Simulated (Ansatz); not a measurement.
Cartesian coordinates (Å):
SMILES: [F]
```xyz
1

F      0.0000     0.0000     0.0000
```
Charge 0, spin multiplicity 2.

These are Ansatz (an electronic-structure program) with frozen-core CCSD(T)/def2-TZVPP values and carry that method's errors.

| Item | Result |
|---|---|
| HF energy | -99.41180 Ha |
| MP2 correlation energy | -0.19779 Ha |

Estimate the CCSD correlation energy, the (T) correction, the total energy and the T1 diagnostic.


- CCSD correlation energy = -0.20982 Ha
- (T) correction = -0.00343 Ha
- CCSD(T) total energy = -99.62506 Ha
- T1 diagnostic = 0.006
